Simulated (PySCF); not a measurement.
Basis-set dependence of excited states

Compound: hexatriene, C6H8.
InChI=1S/C6H8/c1-3-5-6-4-2/h3-6H,1-2H2/b6-5+

TDDFT with PBE0 (PySCF), vertical singlets, core orbitals frozen in the response, spherical d and f functions. Geometry: PBE0-D3(BJ)/def2-SVP, one conformer, isolated molecule.

Problem. How do the low singlets change with the basis? Take 6-31+G*, def2-SVPD, aug-cc-pVDZ and def2-TZVPD.

Solution. 

```tsv
basis	functions	diffuse	S1 (eV)	S2 (eV)	S3 (eV)	S4 (eV)	S5 (eV)	LUMO (eV)	α (au)
6-31+G*	124	yes	4.74	5.82	5.88	5.89	6.06	-1.43	91.3
def2-SVPD	184	yes	4.78	5.94	6.24	6.38	6.59	-1.49	93.7
aug-cc-pVDZ	210	yes	4.70	5.49	5.54	5.73	5.85	-1.49	96.5
def2-TZVPD	294	yes	4.73	5.86	5.87	5.90	6.11	-1.49	96.1
```

Against def2-TZVPD the other sets differ by up to 0.05 eV in S1, 0.37 eV in S2, 0.36 eV in S3, 0.48 eV in S4, 0.48 eV in S5. Against def2-TZVPD the polarisability deviates by -5% in 6-31+G*, -3% in def2-SVPD, 0% in aug-cc-pVDZ. A single + in a Pople set puts diffuse functions on heavy atoms only.
